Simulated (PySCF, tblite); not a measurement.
# C₅H₆: changes of charge, electronic excitations, EPR parameters, part 2 of 2

tblite 0.8.0 and PySCF 2.14.0. Atoms count from 0.

### Step 12. Single point (C5H6): wB97X-D3(BJ)/ma-def2-TZVP

Geometry: PBE0-D3(BJ)/def2-SVP, that of another charge or spin state.

The job: settings as JSON, then the geometry in Å.

```
{"job": {"kind": "sp", "xc": "wB97X", "basis": "ma-def2-TZVP", "d3": "d3bj", "grid": 2}, "charge": 0, "multiplicity": 1}
C     -2.388505     0.394078     0.890837
C     -1.548807    -0.562586     0.341830
C     -0.218612    -0.308210     0.087451
C      0.982014    -0.104541    -0.156077
C      2.365227     0.118786    -0.420243
H     -2.020213     1.393162     1.143870
H     -3.441242     0.163209     1.080795
H     -1.939465    -1.558544     0.094803
H      2.938291    -0.228979     0.464411
H      2.588645     1.188030    -0.561197
H      2.709168    -0.479399    -1.280028
```

The log of the run:

```text
coarse grid: 9152 points
cycle   1  E = -194.2060421020  dE =  6.735e-01  |g| = 2.522e-01  |ddm| = 3.242e+00
cycle   2  E = -194.2232635751  dE = -1.722e-02  |g| = 1.319e-01  |ddm| = 1.027e+00
cycle   3  E = -194.2268819274  dE = -3.618e-03  |g| = 6.047e-02  |ddm| = 2.510e-01
cycle   4  E = -194.2276568072  dE = -7.749e-04  |g| = 2.843e-02  |ddm| = 8.794e-02
cycle   5  E = -194.2278536915  dE = -1.969e-04  |g| = 4.205e-03  |ddm| = 4.326e-02
cycle   6  E = -194.2278615206  dE = -7.829e-06  |g| = 1.483e-03  |ddm| = 1.482e-02
final grid: 88272 points
cycle   7  E = -194.2123568090  dE = -3.084e-05  |g| = 2.304e-03  |ddm| = 1.498e-01
cycle   8  E = -194.2123573361  dE = -5.271e-07  |g| = 1.846e-03  |ddm| = 1.021e-02
cycle   9  E = -194.2123580984  dE = -7.623e-07  |g| = 4.564e-04  |ddm| = 2.194e-03
cycle  10  E = -194.2123581457  dE = -4.733e-08  |g| = 2.234e-04  |ddm| = 8.341e-04
cycle  11  E = -194.2123581590  dE = -1.327e-08  |g| = 5.255e-05  |ddm| = 3.007e-04
cycle  12  E = -194.2123581605  dE = -1.444e-09  |g| = 2.590e-05  |ddm| = 1.175e-04
converged SCF energy = -194.2123581605
```

It took 18 s on 1 thread of Arm Neoverse N1, shared host; peak memory 0.67 GiB.

### Step 13. Single point (C₅H₆+ (doublet), [CH2][CH+]C#CC): wB97X-D3(BJ)/ma-def2-TZVP

Geometry: PBE0-D3(BJ)/def2-SVP.

Settings changed since step 12:

```diff
@@ -1,2 +1,2 @@
-{"job": {"kind": "sp", "xc": "wB97X", "basis": "ma-def2-TZVP", "d3": "d3bj", "grid": 2}, "charge": 0, "multiplicity": 1}
+{"job": {"kind": "sp", "xc": "wB97X", "basis": "ma-def2-TZVP", "d3": "d3bj", "grid": 2}, "charge": 1, "multiplicity": 2}
 C     -2.388505     0.394078     0.890837
```

The log of the run:

```text
final grid: 88272 points
cycle   1  E = -193.8904894724  dE = -2.801e-02  |g| = 1.221e-01  |ddm| = 6.770e-01
cycle   2  E = -193.8964483843  dE = -5.959e-03  |g| = 7.032e-02  |ddm| = 3.446e-01
cycle   3  E = -193.8990946395  dE = -2.646e-03  |g| = 1.681e-02  |ddm| = 1.116e-01
cycle   4  E = -193.8993402329  dE = -2.456e-04  |g| = 8.223e-03  |ddm| = 2.153e-02
cycle   5  E = -193.8995335434  dE = -1.933e-04  |g| = 4.050e-03  |ddm| = 2.863e-02
cycle   6  E = -193.8995745692  dE = -4.103e-05  |g| = 2.011e-03  |ddm| = 1.038e-02
cycle   7  E = -193.8995848326  dE = -1.026e-05  |g| = 6.940e-04  |ddm| = 8.448e-03
cycle   8  E = -193.8995862271  dE = -1.394e-06  |g| = 3.790e-04  |ddm| = 3.017e-03
cycle   9  E = -193.8995866426  dE = -4.155e-07  |g| = 1.703e-04  |ddm| = 1.488e-03
cycle  10  E = -193.8995867735  dE = -1.309e-07  |g| = 9.321e-05  |ddm| = 7.431e-04
cycle  11  E = -193.8995868065  dE = -3.302e-08  |g| = 4.854e-05  |ddm| = 3.374e-04
cycle  12  E = -193.8995868169  dE = -1.039e-08  |g| = 2.050e-05  |ddm| = 2.315e-04
cycle  13  E = -193.8995868178  dE = -8.629e-10  |g| = 9.309e-06  |ddm| = 8.233e-05
converged SCF energy = -193.8995868178
```

It took 38 s on 1 thread of Arm Neoverse N1, shared host; peak memory 0.81 GiB.

### Step 14. Single point (C5H6): wB97X-D3(BJ)/ma-def2-TZVP in dichloromethane

Geometry: PBE0-D3(BJ)/def2-SVP.

The job: settings as JSON, then the geometry in Å.

```
{"job": {"kind": "sp", "xc": "wB97X", "basis": "ma-def2-TZVP", "d3": "d3bj", "grid": 2, "solvent": "dichloromethane"}, "charge": 0, "multiplicity": 1}
C     -2.412684     0.385722     0.909181
C     -1.579437    -0.515952     0.368386
C     -0.199700    -0.290064     0.101826
C      0.980713    -0.121994    -0.135980
C      2.389818     0.090193    -0.414940
H     -2.067032     1.384390     1.187885
H     -3.462994     0.141796     1.085317
H     -1.965998    -1.507734     0.102646
H      3.014054    -0.217217     0.439532
H      2.599926     1.152325    -0.616989
H      2.714697    -0.491273    -1.292148
```

The log of the run:

```text
final grid: 88272 points
cycle   1  E = -194.2257673029  dE = -4.186e-04  |g| = 1.352e-02  |ddm| = 3.495e-01
cycle   2  E = -194.2257999191  dE = -3.262e-05  |g| = 1.151e-02  |ddm| = 8.584e-02
cycle   3  E = -194.2258313105  dE = -3.139e-05  |g| = 3.021e-03  |ddm| = 1.599e-02
cycle   4  E = -194.2258341285  dE = -2.818e-06  |g| = 9.257e-04  |ddm| = 1.014e-02
cycle   5  E = -194.2258345759  dE = -4.473e-07  |g| = 2.191e-04  |ddm| = 5.498e-03
cycle   6  E = -194.2258345908  dE = -1.491e-08  |g| = 6.892e-05  |ddm| = 8.134e-04
cycle   7  E = -194.2258345926  dE = -1.798e-09  |g| = 1.128e-05  |ddm| = 5.756e-04
converged SCF energy = -194.2258345926
```

It took 16 s on 1 thread of Arm Neoverse N1, shared host; peak memory 0.8 GiB.

### Step 15. Single point (C5H6+ (doublet), [CH2][CH+]C#CC): wB97X-D3(BJ)/ma-def2-TZVP in dichloromethane

Geometry: PBE0-D3(BJ)/def2-SVP.

The job: settings as JSON, then the geometry in Å.

```
{"job": {"kind": "sp", "xc": "wB97X", "basis": "ma-def2-TZVP", "d3": "d3bj", "grid": 2, "solvent": "dichloromethane"}, "charge": 1, "multiplicity": 2}
C     -2.388505     0.394078     0.890837
C     -1.548807    -0.562586     0.341830
C     -0.218612    -0.308210     0.087451
C      0.982014    -0.104541    -0.156077
C      2.365227     0.118786    -0.420243
H     -2.020213     1.393162     1.143870
H     -3.441242     0.163209     1.080795
H     -1.939465    -1.558544     0.094803
H      2.938291    -0.228979     0.464411
H      2.588645     1.188030    -0.561197
H      2.709168    -0.479399    -1.280028
```

The log of the run:

```text
final grid: 88272 points
cycle   1  E = -193.9771643556  dE = -1.579e-04  |g| = 3.932e-03  |ddm| = 2.948e-01
cycle   2  E = -193.9771807270  dE = -1.637e-05  |g| = 2.209e-03  |ddm| = 5.779e-02
cycle   3  E = -193.9771854373  dE = -4.710e-06  |g| = 1.474e-03  |ddm| = 1.104e-02
cycle   4  E = -193.9771885809  dE = -3.144e-06  |g| = 6.232e-04  |ddm| = 8.689e-03
cycle   5  E = -193.9771897048  dE = -1.124e-06  |g| = 3.609e-04  |ddm| = 1.701e-03
cycle   6  E = -193.9771905405  dE = -8.357e-07  |g| = 2.107e-04  |ddm| = 2.492e-03
cycle   7  E = -193.9771906764  dE = -1.359e-07  |g| = 6.053e-05  |ddm| = 1.124e-03
cycle   8  E = -193.9771906905  dE = -1.404e-08  |g| = 3.276e-05  |ddm| = 2.943e-04
cycle   9  E = -193.9771906943  dE = -3.861e-09  |g| = 1.495e-05  |ddm| = 1.817e-04
converged SCF energy = -193.9771906943
```

Wall time 29 s (1 thread of Arm Neoverse N1, shared host); peak memory 0.8 GiB.

### Step 16. Changes of charge: wB97X-D3(BJ)/ma-def2-TZVP

This step combines the energies above: geometries from PBE0-D3(BJ)/def2-SVP, zero-point and thermal terms from PBE0-D3(BJ)/def2-SVP.

The job: settings as JSON, then the geometry in Å.

```
{"job": {"kind": "rx", "dirs": [1], "geom": {"xc": "PBE0", "basis": "def2-SVP", "d3": "d3bj", "grid": 1}, "hess": 1, "level": {"xc": "wB97X", "basis": "ma-def2-TZVP", "d3": "d3bj", "solvents": ["dichloromethane"]}}, "charge": 0, "multiplicity": 1}
C     -2.412684     0.385722     0.909181
C     -1.579437    -0.515952     0.368386
C     -0.199700    -0.290064     0.101826
C      0.980713    -0.121994    -0.135980
C      2.389818     0.090193    -0.414940
H     -2.067032     1.384390     1.187885
H     -3.462994     0.141796     1.085317
H     -1.965998    -1.507734     0.102646
H      3.014054    -0.217217     0.439532
H      2.599926     1.152325    -0.616989
H      2.714697    -0.491273    -1.292148
```

Output (the driver's rows laid out field by field):

```text
ionisation and electron attachment, wB97X-D3(BJ)/ma-def2-TZVP // PBE0-D3(BJ)/def2-SVP

row 1
  change                  oxidation
  charge                  1
  multiplicity            2
  vertical_ev             8.8578
  vertical_s2             0.782
  formula                 C5H6
  smiles                  [CH2][CH+]C#CC
  kept                    yes
  pieces                  1
  point_group             C1
  adiabatic_electronic_ev 8.7508
  adiabatic_ev            8.7071
  free_energy_ev          8.6932
  s2                      0.787
  bonds_moved             1 2 1.423 1.378; 0 1 1.342 1.386; 3 4 1.452 1.426; 2 3 1.216 1.242
  spin_on                 0 C 0.476; 3 C 0.378; 2 C 0.116
  charge_moved            3 C 0.258; 0 C 0.213; 2 C 0.12
  vertical_back_ev        8.5109
  relaxation_parent_ev    0.2399
  relaxation_ion_ev       0.1069
  reorganisation_ev       0.3468
  solution                solvent dichloromethane, absolute_potential_v 6.7084, solvation_parent_kj -12.24, solvation_ion_kj -203.75
```

Run time: 15 min. Hardware: 1 thread of Arm Neoverse N1, shared host; peak memory 0.8 GiB.

Energy taken up on oxidation, or given off on reduction (eV; adiabatic with zero-point energy):

| change | product | vertical | adiabatic | free energy | reorganisation | ⟨S²⟩ |
| --- | --- | --- | --- | --- | --- | --- |
| oxidation (multiplicity 2) | [CH2][CH+]C#CC | 8.86 | 8.71 | 8.69 | 0.35 | 0.79 |

On oxidation to multiplicity 2 charge changes most on C3 (+0.26 e), C0 (+0.21 e), C2 (+0.12 e); the spin sits on C0 (0.48), C3 (0.38), C2 (0.12); the bond C1–C2 goes from 1.423 to 1.378 Å; the absolute potential is 6.71 V in dichloromethane.

### Step 17. Electronic excitations: TDDFT CAM-B3LYP/def2-SVPD

Settings changed since step 16:

```diff
@@ -1,2 +1,2 @@
-{"job": {"kind": "rx", "dirs": [1], "geom": {"xc": "PBE0", "basis": "def2-SVP", "d3": "d3bj", "grid": 1}, "hess": 1, "level": {"xc": "wB97X", "basis": "ma-def2-TZVP", "d3": "d3bj", "solvents": ["dichloromethane"]}}, "charge": 0, "multiplicity": 1}
+{"job": {"kind": "uv", "xc": "CAM-B3LYP", "basis": "def2-SVPD", "nstates": 6, "ntriplets": 0}, "charge": 0, "multiplicity": 1}
 C     -2.412684     0.385722     0.909181
```

Method: TDDFT CAM-B3LYP/def2-SVPD, vertical, gas phase, core orbitals frozen in the response.

The log of the run:

```text
coarse grid: 9152 points
cycle   1  E = -193.7400476865  dE =  5.669e-01  |g| = 2.593e-01  |ddm| = 1.039e+01
cycle   2  E = -193.7544806602  dE = -1.443e-02  |g| = 1.587e-01  |ddm| = 2.640e+00
cycle   3  E = -193.7607843398  dE = -6.304e-03  |g| = 5.054e-02  |ddm| = 4.035e-01
cycle   4  E = -193.7611709606  dE = -3.866e-04  |g| = 3.397e-02  |ddm| = 1.749e-01
cycle   5  E = -193.7614529189  dE = -2.820e-04  |g| = 4.560e-03  |ddm| = 9.137e-02
cycle   6  E = -193.7614577068  dE = -4.788e-06  |g| = 1.867e-03  |ddm| = 2.594e-02
final grid: 88272 points
cycle   7  E = -193.8048492774  dE = -1.909e-05  |g| = 3.235e-03  |ddm| = 1.157e-01
cycle   8  E = -193.8048482616  dE =  1.016e-06  |g| = 3.850e-03  |ddm| = 1.172e-02
cycle   9  E = -193.8048518673  dE = -3.606e-06  |g| = 5.473e-04  |ddm| = 5.428e-03
cycle  10  E = -193.8048519364  dE = -6.906e-08  |g| = 1.649e-04  |ddm| = 9.607e-04
cycle  11  E = -193.8048519418  dE = -5.463e-09  |g| = 7.748e-05  |ddm| = 4.039e-04
cycle  12  E = -193.8048519435  dE = -1.627e-09  |g| = 6.838e-06  |ddm| = 1.544e-04
cycle  13  E = -193.8048519435  dE = -1.450e-11  |g| = 2.625e-06  |ddm| = 2.321e-05
converged SCF energy = -193.8048519435

Static polarisability (au): isotropic 65.353, principal 41.711 50.860 103.489

Singlet excitations
state   eV       nm        f      main configurations
  1   5.2552    235.9   0.00011   H-1->L 0.95
  2   5.5345    224.0   0.30786   H->L 0.84
  3   6.1072    203.0   0.00134   H->L+2 0.40, H->L+1 0.27, H->L+4 0.17
  4   6.6051    187.7   0.00070   H->L+1 0.63, H->L+4 0.25
  5   7.1220    174.1   0.03320   H-1->L+1 0.92
  6   7.3510    168.7   0.01287   H->L+2 0.47, H->L+4 0.29, H->L+5 0.11
```

Run time: 22 s. Hardware: 1 thread of Arm Neoverse N1, shared host; peak memory 0.67 GiB.

The orbitals next to the gap, with their largest atomic shares:

| orbital | eV | atoms |
| --- | --- | --- |
| HOMO−3 | -12.03 | C0 33 %, C1 20 %, H5 15 % |
| HOMO−2 | -10.77 | C1 31 %, C2 25 %, C0 18 % |
| HOMO−1 | -8.82 | C2 38 %, C3 38 %, C4 8 % |
| HOMO | -7.98 | C3 25 %, C0 23 %, C2 22 % |
| LUMO | 0.37 | C0 30 %, C1 25 %, C3 14 % |
| LUMO+1 | 1.34 | C4 29 %, C3 20 %, C2 11 % |
| LUMO+2 | 1.74 | C0 22 %, C4 14 %, C1 13 % |

With each of the 6 states as a Gaussian band of 0.4 eV half-width at 1/e, the curve within the window shown has maxima at 224 nm (ε 12,000), 173 nm (ε 1,800) L/(mol cm). Beyond the last state computed it falls off for lack of states. The curve at chosen wavelengths:

```
 nm  ε (L/mol/cm)
162           531
166          1119
170          1635
174          1727
179          1237
183           721
187           358
191           205
195           274
199           683
204          2052
208          4084
212          6809
216          9630
220         11727
224         12475
229         11373
233          9357
237          6996
241          4799
245          3047
249          1806
254           861
258           448
262           222
266           105
```

Further results of this job:

| property | computed |
| --- | --- |
| dipole moment (D) | 0.63 |
| polarisability (Å³) | 9.68 |
| HOMO–LUMO gap (eV) | 8.35 |
| −ε(HOMO) (eV) | 7.98 |

### Step 18. EPR parameters (C5H6+ (doublet), [CH2][CH+]C#CC): UKS B3LYP, pcH-1 on C H

The job: settings as JSON, then the geometry in Å.

```
{"job": {"kind": "epr", "basis": "pcH-1"}, "charge": 1, "multiplicity": 2}
C     -2.388505     0.394078     0.890837
C     -1.548807    -0.562586     0.341830
C     -0.218612    -0.308210     0.087451
C      0.982014    -0.104541    -0.156077
C      2.365227     0.118786    -0.420243
H     -2.020213     1.393162     1.143870
H     -3.441242     0.163209     1.080795
H     -1.939465    -1.558544     0.094803
H      2.938291    -0.228979     0.464411
H      2.588645     1.188030    -0.561197
H      2.709168    -0.479399    -1.280028
```

Level: UKS B3LYP, pcH-1 on C H, non-relativistic, mean-field spin-orbit, GIAO.

The log of the run:

```text
UKS, coarse grid
  cycle   1  E = -193.75139128  |g| = 1.57e-01
  cycle   2  E = -193.75275695  |g| = 1.43e-01
  cycle   3  E = -193.76212118  |g| = 4.99e-02
  cycle   4  E = -193.76323209  |g| = 2.89e-02
  cycle   5  E = -193.76370325  |g| = 6.06e-03
  cycle   6  E = -193.76372114  |g| = 5.60e-03
  cycle   7  E = -193.76374243  |g| = 1.58e-03
  cycle   8  E = -193.76374633  |g| = 4.22e-04
UKS, final grid
  cycle   1  E = -193.76374511  |g| = 4.83e-04
  cycle   2  E = -193.76374504  |g| = 6.46e-04
  cycle   3  E = -193.76374526  |g| = 1.15e-04
  cycle   4  E = -193.76374527  |g| = 5.95e-05
  cycle   5  E = -193.76374527  |g| = 5.23e-05
  cycle   6  E = -193.76374528  |g| = 1.41e-05
E = -193.76374528 Eh   <S^2> = 0.7642 (exact 0.7500)
g shifts (ppm)      1          2          3
  rmc          -139       -139       -139
  gc             -0         27         34
  oz_so          -1        642       3781
  total        -140        530       3676
hyperfine (MHz)  atom isotope    a_iso     a_fc   dipolar eigenvalues
    0   13C      37.07      37.07    -38.38    -38.04     76.41
    1   13C     -14.22     -14.22     -6.32     -2.84      9.16
    2   13C      -8.77      -8.77    -21.06    -10.57     31.64
    3   13C      20.22      20.22    -32.16    -31.56     63.73
    4   13C     -14.41     -14.41     -3.44     -1.93      5.36
    5    1H     -31.48     -31.48    -15.74     -3.42     19.16
    6    1H     -32.52     -32.52    -17.69     -2.80     20.49
    7    1H      -5.60      -5.60     -3.61     -3.55      7.16
    8    1H     112.37     112.37     -4.35     -1.77      6.12
    9    1H      20.64      20.64     -2.93     -1.62      4.55
   10    1H      30.95      30.95     -3.16     -1.79      4.95
```

Wall time 41 s (1 thread of Arm Neoverse N1, shared host); peak memory 0.53 GiB.

Principal g values 2.00218, 2.00285, 2.00599; g(iso) = 2.00367, against 2.00232 for a free electron.

Mean a(iso) over the nuclei that a row names, and the largest dipolar term of the row (other rows stand at the frozen geometry):

| nuclei | isotope | a(iso) (MHz) | a(iso) (G, at g = 2.0023) | largest dipolar term (MHz) |
| --- | --- | --- | --- | --- |
| H8, H9, H10 | 1H | 54.7 | 19.5 | 6.1 |
| C0 | 13C | 37.1 | 13.2 | 76.4 |
| H5, H6 | 1H | -32.0 | -11.4 | 20.5 |
| C3 | 13C | 20.2 | 7.2 | 63.7 |
| C4 | 13C | -14.4 | -5.1 | 5.4 |
| C1 | 13C | -14.2 | -5.1 | 9.2 |
| C2 | 13C | -8.8 | -3.1 | 31.6 |
| H7 | 1H | -5.6 | -2.0 | 7.2 |

Mulliken spin populations:

| atom | value (e) |
| --- | --- |
| C0 | 0.49 |
| C1 | 0.04 |
| C2 | 0.11 |
| C3 | 0.36 |
| C4 | -0.01 |
| H5 | -0.02 |
| H6 | -0.02 |
| H7 | 0.00 |
| H8 | 0.04 |
| H9 | 0.01 |
| H10 | 0.01 |

In first order the couplings over 0.8 MHz of 1H give 24 distinct lines over 83.3 G, if the averaged nuclei exchange fast.

### Step 19. Spectra of the species

The job: settings as JSON, then the geometry in Å.

```
{"job": {"kind": "rx", "dirs": [1], "geom": {"xc": "PBE0", "basis": "def2-SVP", "d3": "d3bj", "grid": 1}, "hess": 1, "level": {"xc": "wB97X", "basis": "ma-def2-TZVP", "d3": "d3bj", "solvents": ["dichloromethane"]}, "spectra": true}, "charge": 0, "multiplicity": 1}
C     -2.412684     0.385722     0.909181
C     -1.579437    -0.515952     0.368386
C     -0.199700    -0.290064     0.101826
C      0.980713    -0.121994    -0.135980
C      2.389818     0.090193    -0.414940
H     -2.067032     1.384390     1.187885
H     -3.462994     0.141796     1.085317
H     -1.965998    -1.507734     0.102646
H      3.014054    -0.217217     0.439532
H      2.599926     1.152325    -0.616989
H      2.714697    -0.491273    -1.292148
```

The log of the run:

```text
uv C=CC#CC +0: TDDFT CAM-B3LYP/def2-SVPD, vertical, gas phase, core orbitals frozen in the response
epr [CH2][CH+]C#CC +1: UKS B3LYP, pcH-1 on C H, non-relativistic, mean-field spin-orbit, GIAO
```

It took 63 s on 1 thread of Arm Neoverse N1, shared host; peak memory 0.53 GiB.

This step only lists the spectra that were run on the species above.

### Step 20. What came out

What follows sums up all 2 parts.

| quantity | value |
| --- | --- |
| strongest single infrared mode (GFN2-xTB) | 2373 cm⁻¹, 58 km/mol |
| zero-point energy (GFN2-xTB) | 54.7 kcal/mol |
| point group | C1 |
| rotational constants (main isotopes) | 34.52, 2.12, 2.02 GHz |
| ionisation energy (wB97X-D3(BJ)/ma-def2-TZVP) | vertical 8.86 eV, adiabatic 8.71 eV |
| lowest singlet (CAM-B3LYP/def2-SVPD) | 5.26 eV (236 nm), f = 0.000 |
| brightest single state of those computed | state 2, 5.53 eV, f = 0.308 |

**Reading.** The lowest mode is slightly imaginary (10i cm⁻¹), a soft motion within the noise of the Hessian, so the minimum is not strictly shown. The strongest single mode, at 2373 cm⁻¹, moves mainly C3 and C2. GFN2-xTB is a fitted tight-binding method: band positions and strengths are rough. Its intensities can rank the bands wrongly. Relaxing lowered the energy by 0.047 eV in 2 steps; the close pair that moved most is C0–H6, from 1.077 to 1.093 Å (PBE0/def2-SVP). At wB97X-D3(BJ)/ma-def2-TZVP, relaxation with the zero-point term after oxidation moves the energy taken up from 8.86 eV (vertical) to 8.71 eV (adiabatic, with zero-point energy). The first singlet state (HOMO−1→LUMO 0.95) lies at 5.26 eV and is dark; of the 6 states computed, the strongest absorption comes from state 2 at 5.53 eV.
